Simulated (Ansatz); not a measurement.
# SiH3O radical: single points off equilibrium

One table from this session's results is given with a row withheld; the runs are named, their logs left out.

Method: single points in def2-TZVPP; program: Ansatz 0.2.0, Gaussian basis.

Cores are frozen in the correlated methods. Orbitals are unrestricted.

## Where the work starts

SMILES `O[SiH2]`, 5 atoms, charge 0, spin multiplicity 2.

Atoms are counted from 1 here; the program's logs count them from 0.

Bond lengths: O1–Si2 1.637 Å, O1–H3 0.986 Å, Si2–H4 1.466 Å, Si2–H5 1.444 Å. Angles: Si2–O1–H3 121.7°, O1–Si2–H4 111.2°, O1–Si2–H5 100.5°, H4–Si2–H5 118.5°.

As a file:

```
O     0.5514   -0.3993    0.8028
Si   -0.0004    0.3532   -0.5427
H     0.7426   -1.3665    0.8141
H    -1.2410   -0.2636   -1.0231
H    -0.0449    1.7201   -0.0794
```

The first run:

File run/in.yaml:

```yaml
crystal:
  periodic: [false, false, false]
  atoms:
    - {symbol: O, position_ang: [0.551400, -0.399300, 0.802800]}
    - {symbol: Si, position_ang: [-0.000400, 0.353200, -0.542700]}
    - {symbol: H, position_ang: [0.742600, -1.366500, 0.814100]}
    - {symbol: H, position_ang: [-1.241000, -0.263600, -1.023100]}
    - {symbol: H, position_ang: [-0.044900, 1.720100, -0.079400]}
basis:
  gaussian: {orbitals: def2-TZVPP}
magnetization: {spin_polarized: true, initial_magnetization: 1}
correlation: {method: ccsd_t}
scf: {omitted_lower_state_checks: [cluster_reference]}
output: {forces: true}
```

No record of the launch command was kept for these runs.

Among the steps run: CCSD(T)/def2-TZVPP; PBE0-D4/def2-TZVPP; wB97M-V/def2-TZVPP; r2SCAN-D4/def2-TZVPP; PBE-D4/def2-TZVPP; HSE06-D4/def2-TZVPP; r2SCANh-D4/def2-TZVPP.

One table of the session follows, with a row left open; its other results are not shown here.

```
    method  RMS force component (eV/Å)  angle to CCSD(T) forces (°)  dipole (D)
   CCSD(T)                       0.724                    reference        1.31
   PBE0-D4                           ?                            ?           ?
   wB97M-V                       0.709                          3.0        1.35
 r2SCAN-D4                       0.699                          5.6        1.32
    PBE-D4                       0.689                         17.5        1.30
  HSE06-D4                       0.735                          7.0        1.31
r2SCANh-D4                       0.725                          7.8        1.33
```

**Question.** Estimate the row for PBE0-D4.

As computed: RMS force component (eV/Å): 0.736; angle to CCSD(T) forces (°): 7.0; dipole (D): 1.31. In the column «RMS force component (eV/Å)» it is the highest.
